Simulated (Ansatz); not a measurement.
**[Cl···H···N], quartet: transfer scan**

Starting geometry:

```xyz
3

Cl    0.0000    0.0000   -1.3043
H     0.0000    0.0000   -0.0255
N     0.0000    0.0000    1.3297
```

From there H2 is moved from one fragment to the other while all else, the fragments' distance too, stays fixed; atoms are numbered as listed. Energies are in kcal/mol, counted from the starting geometry at the same level. Kohn–Sham curves are unrestricted where that lies lower.

Basis 6-31G; Ansatz 0.2.0. Only valence electrons are correlated (noble-gas cores frozen).

Full CI is exact within this basis and frozen core; it isn't the basis-set limit.

```csv
distance Cl1-H2 (Å),wB97M-V
1.189,5.8
1.279,0.0
1.324,-0.8
1.369,-0.9
1.414,-0.4
1.459,0.4
1.504,1.5
1.549,3.0
1.594,5.2
```

Q: Estimate the full CI curve in 6-31G from this one, knowing how wB97M-V errs.

A: The computed full CI values, in kcal/mol from the starting point, and the error of wB97M-V against them:
```tsv
distance Cl1-H2 (Å)	full CI	wB97M-V less full CI
1.189	4.9	0.9
1.279	0.0	0.0
1.324	-0.4	-0.5
1.369	0.0	-0.9
1.414	0.8	-1.2
1.459	1.9	-1.5
1.504	3.1	-1.7
1.549	4.7	-1.7
1.594	6.8	-1.6
```

The error spans 2.6 kcal/mol and is largest, -1.7 kcal/mol, at 1.549 Å.

In so small a basis the reference is far from its limit while semilocal and hybrid functionals are nearer theirs, so the functionals' errors here hold much of the reference's basis and frozen-core error, which can add to them or hide them.
